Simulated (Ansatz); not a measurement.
Cost and result up the ladder for SiH2Me(SiH3) (CH₈Si₂) (11 atoms). The state is a singlet with charge 0. Geometry: PBE-D4/def2-SVP.

```
atom   x (Å)   y (Å)   z (Å)
  C1  -0.224   0.652  -1.609
 Si2  -0.348   0.749   0.281
 Si3   0.487  -1.207   1.291
  H4  -1.785   0.937   0.703
  H5   0.433   1.932   0.797
  H6  -0.624   1.575  -2.076
  H7  -0.802  -0.211  -1.998
  H8   0.831   0.532  -1.927
  H9  -0.309  -2.409   0.848
 H10   0.417  -1.121   2.793
 H11   1.924  -1.431   0.896
```

Ansatz on 2 threads of Arm Neoverse N1 on a shared host. Times are rough, and most runs start from the orbitals of an earlier one. ωB97M-V/def2-TZVP serves as the yardstick here, not as an exact answer. Differences are given only for rows in sets of like size (and for xTB, whose basis is part of the method), since another set adds its own error. Binding counts from free atoms at the same level (C triplet, Si triplet, H doublet; other spins of the atoms weren't run), without zero-point energy or a counterpoise term.

Correlated methods freeze 11 core orbitals.

Correlated methods converge slowly with the basis.

```csv
level,functions,wall time,binding energy per atom (eV),difference from ωB97M-V/def2-TZVP (eV)
HF/STO-3G,31,0.2 s,3.50,–
HF/def2-TZVP,153,1.7 s,2.55,-0.75
PBE-D4/def2-SVP,90,1.8 s,3.28,–
PBE0-D4/def2-SVP,90,1.9 s,3.27,–
MP2/def2-TZVP,153,2.6 s,3.14,-0.16
PBE0-D4/def2-TZVP,153,3.8 s,3.28,-0.02
PBE-D4/def2-TZVP (with forces),153,3.8 s,3.28,-0.02
CAM-B3LYP-D4/def2-TZVP,153,4.6 s,3.31,0.01
r2SCAN-D4/def2-TZVP,153,6 s,3.30,0.00
ωB97M-V/def2-TZVP,153,15 s,3.30,0.00
CCSD(T)/def2-TZVPP,227,2 min,3.24,-0.06
```
